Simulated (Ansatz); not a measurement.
The input, for Ansatz 0.2.0:

```yaml
crystal:
  periodic: [false, false, false]
  atoms:
    - {symbol: Al, position_ang: [0.000000, 0.000000, 1.295500]}
    - {symbol: Ga, position_ang: [0.000000, 0.000000, -1.054200]}
    - {symbol: P, position_ang: [0.000000, 0.000000, -3.120200]}
    - {symbol: H, position_ang: [0.000000, 0.000000, 2.878900]}
basis:
  gaussian: {orbitals: cc-pVDZ}
total_charge: 1
magnetization: {spin_polarized: true, initial_magnetization: 1}
hamiltonian: {xc: {name: PBE}}
output: {orbitals: {seedname: orbitals}}
```

```sh
$ ansatz run in.yaml --threads 1 --pin off --events-out ev --progress --plain --max-ram 4096MiB --backend cpu
```

The program prints:

```
740 factors; integrals over basis functions are off by at most 1.0e-3 eV
mean field evaluation 1: about -68247.2854 eV, gradient 2.5e1 eV
mean field evaluation 2: about -68145.8165 eV, gradient 8.2e1 eV
mean field evaluation 4: about -68253.1105 eV, gradient 8.0e0 eV
mean field evaluation 8: about -68253.6683 eV, gradient 1.5e-1 eV
mean field evaluation 16: about -68253.6637 eV, gradient 3.5e-4 eV
mean field evaluation 32: about -68252.2004 eV, gradient 9.8e-6 eV
mean field evaluation 64: about -68253.6637 eV, gradient 3.6e-6 eV
mean field evaluation 96: about -68253.6617 eV, gradient 1.6e-1 eV
mean field -68253.66368280 eV, -2508.2758763479 hartree, gradient 2.8e-5 eV, S^2 0.795700; 8 other end points of the search recorded, 0 dependent functions left out
reference -68253.66372118 eV, -2508.2758777586 hartree; 30, 29 occupied and 38, 39 virtual orbitals, 740 factors
Total energy: -68253.66372118 eV, -2508.2758777586 hartree
```

Ran on 1 thread of AMD EPYC 7R13, shared host: 12 s wall, 0.23 GiB peak host memory.
